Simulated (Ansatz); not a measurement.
Two shapes of singlet C3H6.

Shape 1:

```xyz
9

C     0.0000   -0.4541   -0.1192
C     0.0000   -0.4673    1.2146
C     0.0000    0.7691   -0.9750
H     0.0000   -1.4146   -0.6513
H     0.0000   -1.4047    1.7771
H     0.0000    0.4612    1.7958
H     0.0000    1.6890   -0.3718
H     0.8829    0.7916   -1.6359
H    -0.8829    0.7916   -1.6359
```

Shape 2:

```xyz
9

C     0.0000   -0.4178   -0.1097
C     0.0000   -0.4299    1.1174
C     0.0000    0.7075   -0.8970
H     0.0000   -1.3015   -0.5992
H     0.0000   -1.2924    1.6349
H     0.0000    0.4243    1.6521
H     0.0000    1.5539   -0.3421
H     0.8123    0.7283   -1.5050
H    -0.8123    0.7283   -1.5050
```

Basis set: def2-TZVP (spherical functions). Left uncorrelated: 3 orbitals. Charge 0, multiplicity 1.

Computed with Ansatz (development build ahead of 0.2.0); each method stands on the lowest determinant of its kind that the runs found.

Q: Which shape is lower in energy, and by how much in each method?

A:

```csv
method,E(2) − E(1) (eV)
RHF,1.249
RHF-MP2,1.462
```

Shape 1 is lower. Caution: no unrestricted run beside it, a lower state can exist.
